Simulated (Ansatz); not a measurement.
A nudged elastic band was laid between two geometries of BH$_{5}$S (7 atoms, charge 0, multiplicity 1).

Computed with RKS r2SCAN/cc-pVDZ (Ansatz 0.2.0).

| Property | Result |
| --- | --- |
| movable images | 5 |
| climbing image | yes |
| spring | 5.0 eV/Å² |
| optimiser | quadratic models (default) |
| start path | through a guess of the saddle point |
| force threshold | 0.03 eV/Å |
| iteration limit | 60 |
| end points | relaxed |

Image 0:

```xyz
7
Properties=species:S:1:pos:R:3
B 0.032 -0.013 0.072
H 0.350 0.680 1.021
H 0.856 -0.040 -0.823
H -1.132 0.028 -0.263
S 0.325 -1.840 0.866
H -0.242 -2.672 -0.049
H -0.725 -1.981 1.719
```

Image 6:

```xyz
7
Properties=species:S:1:pos:R:3
B 0.104 -0.675 -0.574
H -0.357 0.561 2.593
H 1.014 0.111 -0.603
H -1.045 -0.353 -0.710
S 0.569 -2.376 -0.316
H -0.668 -2.940 -0.346
H -0.153 -0.165 2.499
```

(1) Which bonds break or form, and what moves?

(2) What energy profile does the band end with?

(3) What is the geometry of the highest image?

(4) What are the harmonic wavenumbers there?

Answers

(1) Bonds broken: B1–H2, S5–H7. Bonds formed: H2–H7. BH5S becomes BH3S + H2.

(2) The run converged. The highest image is number 3 of 0 to 6, 0.57 eV above the first end and 0.78 eV above the last; the last end lies 0.20 eV below the first. A vibrational analysis at the climbing image gives one clearly imaginary mode, 594i cm⁻¹: a first-order saddle point. The orbitals stay closed-shell, which can raise the energy where a bond breaks towards radicals; this wasn't checked here.

```
image  path coordinate (Å)  energy (eV)  B1–H2 (Å)  S5–H7 (Å)  H2–H7 (Å)
    0                 0.00         0.00       1.22       1.36       2.95
    1                 0.94         0.08       1.22       1.36       2.64
    2                 1.89         0.20       1.22       1.35       2.13
    3                 2.83         0.57       1.28       1.60       1.16
    4                 3.69         0.12       1.92       2.42       0.78
    5                 4.54        -0.17       2.66       3.07       0.76
    6                 5.40        -0.20       3.43       3.65       0.76
```

(3) 
```xyz
7
Properties=species:S:1:pos:R:3
B -0.018 -0.219 0.082
H -0.249 0.119 1.297
H 1.017 0.306 -0.233
H -1.044 -0.137 -0.536
S 0.484 -2.214 0.317
H -0.783 -2.696 0.360
H 0.057 -0.995 1.257
```

(4) 594i, 365, 546, 629, 868, 944, 1040, 1098, 1118, 1302, 1742, 2224, 2590, 2685, 2710 cm⁻¹.

Run time: 3.4 min on 1 thread of Arm Neoverse N1 (shared host), peak memory 0.11 GiB.
